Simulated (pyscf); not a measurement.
Structures and frequencies: ωB97X-D3(BJ)/def2-SVP in PySCF.

Task: F–SiH₃ + water (H₂O) → HO–SiH₂–F + hydrogen (H₂)
Surface: singlet. Broken: H–Si, H–O. Formed: O–Si, H–H. Give ΔE‡ and ΔE from ωB97M-D3(BJ)/def2-TZVP, relative to the separated reactants.

Result: ΔE‡ = 118.2 kJ/mol, ΔE = -95.9 kJ/mol. Zero-point energy shifts the barrier by -1.0 kJ/mol. It is a four-centre exchange, with an imaginary mode of 1292i cm⁻¹. One saddle was located; it need not be the lowest between these sides.
